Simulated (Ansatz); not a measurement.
Geometry optimisation, Ansatz, RKS PBE-D4/def2-SVP.

The input (input.yaml):

```yaml
crystal:
  periodic: [false, false, false]
  atoms:
    - { symbol: Si, position_ang: [0.134776, -0.006485, 0.233701] }
    - { symbol: H, position_ang: [0.181088, -0.264121, 1.672009] }
    - { symbol: C, position_ang: [1.998034, 0.025181, 0.204066] }
    - { symbol: H, position_ang: [2.360078, -0.957163, 0.576556] }
    - { symbol: H, position_ang: [2.501229, 0.227705, -0.76529] }
    - { symbol: H, position_ang: [2.333064, 0.797147, 0.929538] }
    - { symbol: H, position_ang: [-0.529564, 1.300037, -0.09714] }
    - { symbol: H, position_ang: [-0.498305, -1.122302, -0.548639] }
basis:
  gaussian: { orbitals: def2-SVP }
hamiltonian:
  xc: pbe
  dispersion: d4
relax:
  f_tol: 0.03
  max_steps: 50
output:
  orbitals: {}
```

Launched with:

```bash
$ ansatz run input.yaml --threads 1 --pin off --max-ram 2048MiB --backend cpu --events-out ev --progress --plain --runs-dir out
```

**Question.** Where does it end, and by what steps?

**Answer.** The run converged. After 4 steps the energy has fallen by 0.301 eV; H2 moved furthest, 0.45 Å.

| step | energy less start (eV) | largest force component (eV/Å) | accepted |
| --- | --- | --- | --- |
| 0 | 0.0000 | 1.037 | yes |
| 1 | -0.2161 | 0.408 | yes |
| 2 | -0.2770 | 0.267 | yes |
| 3 | -0.3011 | 0.080 | yes |
| 4 | -0.3015 | 0.009 | yes |

```xyz
8
Properties=species:S:1:pos:R:3
Si 0.170 -0.023 0.339
H -0.256 -0.298 1.758
C 2.055 0.026 0.204
H 2.497 -0.941 0.516
H 2.371 0.230 -0.839
H 2.475 0.822 0.852
H -0.431 1.291 -0.086
H -0.400 -1.106 -0.540
```

Whether the end is a true minimum wasn't checked by a vibrational analysis.

The run took 5.3 s on 1 thread of AMD EPYC 7R43 64-Core Processor (Zen 3), with other jobs on the host, peak memory 0.12 GiB.
